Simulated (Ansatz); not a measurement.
All numbers were calculated with Ansatz.

A structure relaxed at PBE0-D4/def2-TZVP, charge 0, multiplicity 1:

Cartesian coordinates in Å:
```
C 0.575 -0.297 1.301
C -0.466 0.471 0.499
C -0.392 0.195 -0.935
C 0.096 -0.373 -1.967
S -1.285 0.731 -2.453
H 0.485 -0.063 2.363
H 1.585 -0.037 0.980
H 0.447 -1.374 1.179
H -1.481 0.231 0.837
H -0.356 1.552 0.642
H 0.791 -1.036 -2.447
```

Q: Give its formula and SMILES.

A: C4H6S, `CCC1=CS1`.

Q: Point group (tolerance 0.08 Å, 0.16 Å for H)?

A: Cs.

Q: Summarise the bond lengths by kind.

A: 3 × C–C 1.275 to 1.521 Å; 6 × C–H 1.074 to 1.096 Å; 2 × C–S 1.834 to 1.842 Å.
